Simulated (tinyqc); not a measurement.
Worked calculation: CIS and TDHF on RHF in the sto-6g basis, frozen core, for H2O, spin multiplicity 1. One step of it, computed by the program tinyqc.

Question. CIS matrix, singlets. A(ia,jb) = (e_a - e_i) d_ij d_ab + 2 (ia|jb) - (ij|ab).

orbital energies (hartree): MO1 -20.514177, MO2 -1.290626, MO3 -0.607748, MO4 -0.482080, MO5 -0.404112, MO6 0.616943, MO7 0.713703

Two-electron integrals over orbitals (pq|rs), unique and non-zero (hartree); the lowest 1 orbital is frozen and left out:
```
p,q,r,s,(pq|rs)
2,2,2,2,0.735163
3,2,3,2,0.143636
3,3,2,2,0.653372
3,3,3,3,0.640567
4,2,2,2,0.005598
4,2,3,3,0.005425
4,2,4,2,0.122655
4,3,3,2,0.017083
4,3,4,3,0.048820
4,4,2,2,0.671842
4,4,3,3,0.602650
4,4,4,2,-0.103015
4,4,4,4,0.774912
5,2,5,2,0.144101
5,3,5,3,0.029446
5,4,5,2,-0.049368
5,4,5,4,0.057120
5,5,2,2,0.749066
5,5,3,3,0.635700
5,5,4,2,-0.072365
5,5,4,4,0.725158
5,5,5,5,0.880663
6,2,2,2,0.147610
6,2,3,3,0.082425
6,2,4,2,0.018625
6,2,4,4,0.084336
6,2,5,5,0.160022
6,2,6,2,0.105151
6,3,3,2,-0.032663
6,3,4,3,-0.026821
6,3,6,3,0.064521
6,4,2,2,0.093677
6,4,3,3,0.044917
6,4,4,2,-0.041727
6,4,4,4,0.125383
6,4,5,5,0.119104
6,4,6,2,0.058718
6,4,6,4,0.074122
6,5,5,2,0.057561
6,5,5,4,-0.001574
6,5,6,5,0.038496
6,6,2,2,0.628147
6,6,3,3,0.579335
6,6,4,2,0.055943
6,6,4,4,0.558645
6,6,5,5,0.599801
6,6,6,2,0.104622
6,6,6,4,0.044415
6,6,6,6,0.610911
7,2,3,2,0.037951
7,2,4,3,-0.036972
7,2,6,3,0.036080
7,2,7,2,0.060905
7,3,2,2,0.132314
7,3,3,3,0.090396
7,3,4,2,-0.082038
7,3,4,4,0.154141
7,3,5,5,0.187034
7,3,6,2,0.076349
7,3,6,4,0.083109
7,3,6,6,0.038319
7,3,7,3,0.155273
7,4,3,2,-0.080055
7,4,4,3,0.001739
7,4,6,3,0.042672
7,4,7,2,-0.014969
7,4,7,4,0.072152
7,5,5,3,0.023489
7,5,7,5,0.023508
7,6,3,2,0.094858
7,6,4,3,0.047045
7,6,6,3,-0.057592
7,6,7,2,-0.013051
7,6,7,4,-0.059456
7,6,7,6,0.111817
7,7,2,2,0.623610
7,7,3,3,0.613215
7,7,4,2,-0.009416
7,7,4,4,0.602981
7,7,5,5,0.619102
7,7,6,2,0.068452
7,7,6,4,0.037539
7,7,6,6,0.573477
7,7,7,3,0.082445
7,7,7,7,0.617116
```

Give: CIS matrix A, singlet.

Answer.

CIS matrix A, singlet (hartree), lower triangle:
```
,2>6,2>7,3>6,3>7,4>6,4>7,5>6,5>7
2>6,1.490
2>7,0.000,1.503
3>6,0.000,-0.023,0.774
3>7,0.058,0.000,0.000,1.019
4>6,0.061,0.000,0.000,0.119,0.689
4>7,0.000,-0.021,0.038,0.000,0.000,0.737
5>6,0.000,0.000,0.000,0.000,0.000,0.000,0.498
5>7,0.000,0.000,0.000,0.000,0.000,0.000,0.000,0.546
```
